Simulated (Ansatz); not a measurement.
Species: H2O2 (charge +1, doublet). 
Coordinates optimised at B3LYP-D3(BJ)/def2-TZVP (Ansatz, a first-principles code):
```
O
H 1 0.9984
O 1 1.3082 2 104.59
H 3 0.9984 1 104.59 2 180.00
```
Charge +1, spin multiplicity 2.

Total electronic energies in hartree. Valence correlation only, unless marked. UHF or UKS for open shells. Spin-orbit coupling is left out. No relativistic terms. Basis-set limits of correlation are two-point, X^-3; Hartree-Fock from the larger set. The program attaches cautions to a run behind MP2/6-31G: other roots.

```csv
level,program,energy (Eh)
RI-HF/def2-TZVPP,Ansatz,-150.48954
RI-HF/cc-pVQZ,Ansatz,-150.49425
SVWN5/def2-TZVPD,Ansatz,-150.16034
PBE0/6-31G*,Ansatz,-151.00284
PBE0-D4/def2-TZVP,Ansatz + dftd4,-151.07760
PBE0/def2-QZVPP,Ansatz,-151.08764
HSE06/def2-TZVPD,Ansatz,-151.07198
RPA@PBE/cc-pVQZ,Ansatz,-151.25936
MP2/6-31G,Ansatz,-150.58615
SCS-MP2/aug-cc-pVDZ,Ansatz,-150.82207
CCSD/def2-SVPD,Ansatz,-150.69783
CCSD/cc-pVQZ,Ansatz,-151.00040
CCSD(T)/aug-cc-pVTZ,Ansatz,-150.98584
CCSD(T) with core electrons/cc-pwCVTZ,Ansatz,-151.09169
"CCSD(T)/CBS(def2-TZVPPD,def2-QZVPPD)",Ansatz,-151.0457
```

Totals of different functionals don't rank their quality; only differences between species are comparable.
